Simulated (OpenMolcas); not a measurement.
# A ladder of methods for SiH4O2 (SMILES O[SiH2]O)

SiH4O2 has 7 atoms, charge 0, and is taken as a singlet. SMILES: `O[SiH2]O`. The shape is that of a PBE0-D4/def2-TZVP optimisation. This is one conformer, not always the lowest.

```jsonl
{"atom": "O", "x (Å)": "-1.3852", "y (Å)": "-0.2439", "z (Å)": "-0.3544"}
{"atom": "Si", "x (Å)": "0.0514", "y (Å)": "0.4222", "z (Å)": "0.0792"}
{"atom": "O", "x (Å)": "1.2740", "y (Å)": "-0.6686", "z (Å)": "0.1832"}
{"atom": "H", "x (Å)": "-1.4567", "y (Å)": "-0.6156", "z (Å)": "-1.2348"}
{"atom": "H", "x (Å)": "0.5267", "y (Å)": "1.3930", "z (Å)": "-0.9334"}
{"atom": "H", "x (Å)": "-0.2293", "y (Å)": "1.0489", "z (Å)": "1.3916"}
{"atom": "H", "x (Å)": "1.2190", "y (Å)": "-1.3361", "z (Å)": "0.8686"}
```

Each level gives the dipole moment (D). The values are calculated.

```
          level           kind     program  value (D)
   HF/def2-SVPD   Hartree–Fock  OpenMolcas       0.88
SVWN5/def2-SVPD            LDA  OpenMolcas       0.94
  PBE/def2-SVPD            GGA  OpenMolcas       0.94
 TPSS/def2-SVPD       meta-GGA  OpenMolcas       0.95
BHLYP/def2-SVPD  global hybrid  OpenMolcas       0.86
```

The values span 0.86 to 0.95 D. Magnitudes only.
